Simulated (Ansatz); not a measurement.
in.yaml

```yaml
crystal:
  periodic: [false, false, false]
  atoms:
    - {symbol: Si, position_ang: [0.000000, 0.030957, 0.632254]}
    - {symbol: O, position_ang: [0.000000, -0.098798, -1.012863]}
    - {symbol: H, position_ang: [0.000000, 0.705682, -1.539731]}
basis:
  gaussian: {orbitals: cc-pVDZ}
total_charge: 1
magnetization: {spin_polarized: false}
correlation: {method: ccsdt_q, electrons: outside_noble_gas}
```

```sh
$ ansatz run in.yaml --threads 1 --pin off --events-out ev --progress --plain --max-ram 2560MiB --backend cpu
```

(1) Roughly how long does this take on 1 thread of AMD EPYC 7R13, shared host, and how much host memory?

```
654 factors; integrals over basis functions are off by at most 1.7e-7 eV
mean field evaluation 1: about -9898.6607 eV, gradient 6.9e1 eV
mean field evaluation 2: about -9898.6628 eV, gradient 6.9e1 eV
mean field evaluation 4: about -9907.9011 eV, gradient 4.2e0 eV
mean field evaluation 8: about -9907.9710 eV, gradient 1.1e-3 eV
mean field evaluation 16: about -9907.9661 eV, gradient 2.8e-1 eV
mean field -9907.97098617 eV, -364.1112178779 hartree, gradient 1.8e-6 eV, S^2 0.000000; 0 other end points of the search recorded, 0 dependent functions left out
6 core orbitals not correlated: weight in the atoms' cores, before any rotation towards them, 1.000 or more for the frozen orbitals, at most 0.000 for the correlated occupied ones
reference -9907.97098617 eV, -364.1112178779 hartree; 5, 5 occupied and 26, 26 virtual orbitals, 654 factors
second order -6.88702811 eV of doubles, -0.00000000 eV of singles
cycle   1  -6.97124213 eV  change   -8.4e-2 eV  update   1.1e-1
cycle   2  -7.31935272 eV  change   -3.5e-1 eV  update   6.3e-2
cycle   3  -7.57745422 eV  change   -2.6e-1 eV  update   3.2e-2
cycle   4  -7.56435965 eV  change    1.3e-2 eV  update   1.1e-2
cycle   5  -7.55122985 eV  change    1.3e-2 eV  update   6.5e-3
cycle   6  -7.55656739 eV  change   -5.3e-3 eV  update   2.7e-3
cycle   7  -7.55820123 eV  change   -1.6e-3 eV  update   9.1e-4
cycle   8  -7.55789402 eV  change    3.1e-4 eV  update   4.5e-4
cycle   9  -7.55775200 eV  change    1.4e-4 eV  update   1.4e-4
cycle  10  -7.55790960 eV  change   -1.6e-4 eV  update   6.3e-5
cycle  11  -7.55784196 eV  change    6.8e-5 eV  update   2.8e-5
cycle  12  -7.55784909 eV  change   -7.1e-6 eV  update   9.7e-6
cycle  13  -7.55785009 eV  change   -1.0e-6 eV  update   4.5e-6
cycle  14  -7.55784827 eV  change    1.8e-6 eV  update   1.6e-6
cycle  15  -7.55784832 eV  change   -4.6e-8 eV  update   8.4e-7
perturbative correction -0.02689389 eV, -0.0009883324 hartree
Total energy: -9915.55572839 eV, -364.3899520131 hartree
```

For the same geometry and basis RCCSDTQ lies 4.5 meV higher.

Results:

(1) 2.2 s wall and 0.16 GiB.
